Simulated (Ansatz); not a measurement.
C3H5ClO, SMILES `C/C=C(\O)Cl`, relaxed with RKS PBE-D4/def2-SVP in Ansatz 0.2.0 from a rough embedded geometry. The force threshold is 0.03 eV/Å; the program also tests the step.

The species carries charge 0 and has multiplicity 1.

Start:

```xyz
10

C    -0.288    0.724    1.191
C     0.081   -0.500    0.438
C     0.206   -0.539   -0.876
O     0.000    0.513   -1.754
Cl    0.550   -2.038   -1.690
H     0.602    0.931    1.916
H    -0.374    1.599    0.568
H    -1.142    0.563    1.758
H     0.226   -1.451    1.035
H     0.140    0.196   -2.585
```

| step | energy (eV) | largest force (eV/Å) | largest move (Å) |
| --- | --- | --- | --- |
| 1 | -17742.1224 | 4.643 | 0.000 |
| 2 | -17742.5058 | 0.945 | 0.079 |
| 3 | -17742.5349 | 0.425 | 0.084 |
| 4 | -17742.5415 | 0.366 | 0.077 |
| 5 | -17742.5486 | 0.059 | 0.043 |
| 6 | -17742.5490 | 0.030 | 0.008 |
| 7 | -17742.5493 | 0.009 | 0.024 |
| 8 | -17742.5496 | 0.029 | 0.042 |
| 9 | -17742.5497 | 0.028 | 0.010 |
| 10 | -17742.5497 | 0.108 | 0.050 |
| 11 | -17742.5499 | 0.054 | 0.017 |
| 12 (rejected) | -17742.5496 | 0.064 | 0.025 |
| 13 | -17742.5501 | 0.022 | 0.012 |

End:

```xyz
10

C    -0.233    0.728    1.213
C     0.092   -0.524    0.454
C     0.157   -0.579   -0.891
O    -0.103    0.471   -1.709
Cl    0.564   -2.068   -1.741
H     0.551    0.956    1.968
H    -0.324    1.599    0.537
H    -1.190    0.630    1.771
H     0.279   -1.457    1.004
H     0.208    0.244   -2.606
```

Run time 14 s (4 threads of an Arm Neoverse V1 on a shared host); peak host memory 0.14 GiB.
